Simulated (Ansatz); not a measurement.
CH$_{3}$AlO, 6 atoms. Charge 0, multiplicity 1. The bonds changed during the relaxation, so this is another structure than the one it started from. All runs use 2 threads of an Arm Neoverse V2 on a shared host. Correlated methods freeze the cores. Open-shell runs search over several starts.

Problem. Give the basis size and wall time and peak host memory of each of these runs in Ansatz. RKS PBE0-D4/def2-SVP energy; UKS ωB97X-V/def2-TZVPP energy of the cation; RKS PBE0-D4/def2-TZVPP energy; UKS PBE0-D4/def2-TZVPP energy of the cation; RKS PBE0-D4/def2-QZVPP energy; RKS ωB97M-V/def2-TZVPP energy and forces; RKS PBE0-D4/def2-TZVP relaxation (6 steps); UKS B3LYP-D4/def2-TZVPP energy of the cation; UKS r2SCAN-D4/def2-TZVPP energy of the cation; RHF-CCSD(T)/def2-TZVPP energy; RKS ωB97M-V/def2-QZVPP energy; UKS B2PLYP (frozen core)/def2-TZVPP energy of the cation. (Best estimate.)

Solution. The calculation gave: Other jobs shared the machine, so times are rough.

| level | job | functions | wall time | peak host memory (GiB) |
| --- | --- | --- | --- | --- |
| RKS PBE0-D4/def2-SVP | energy | 61 | 0.55 s | 0.3 |
| RKS PBE0-D4/def2-TZVPP | energy | 146 | 1.4 s | 0.21 |
| RKS PBE0-D4/def2-QZVPP | energy | 274 | 3.2 s | 0.6 |
| RKS ωB97M-V/def2-TZVPP | energy and forces | 146 | 6 s | 0.3 |
| UKS PBE0-D4/def2-TZVPP | energy of the cation | 146 | 6.5 s | 0.37 |
| RKS ωB97M-V/def2-QZVPP | energy | 274 | 8.5 s | 0.74 |
| UKS B2PLYP (frozen core)/def2-TZVPP | energy of the cation | 146 | 9 s | 0.39 |
| RHF-CCSD(T)/def2-TZVPP | energy | 146 | 11 s | 0.85 |
| RKS PBE0-D4/def2-TZVP | relaxation (6 steps) | 117 | 11 s | 0.18 |
| UKS r2SCAN-D4/def2-TZVPP | energy of the cation | 146 | 11 s | 0.3 |
| UKS B3LYP-D4/def2-TZVPP | energy of the cation | 146 | 11 s | 0.37 |
| UKS ωB97X-V/def2-TZVPP | energy of the cation | 146 | 13 s | 0.37 |

B3LYP here is the variant with VWN-RPA as its local correlation; programs differ in this.
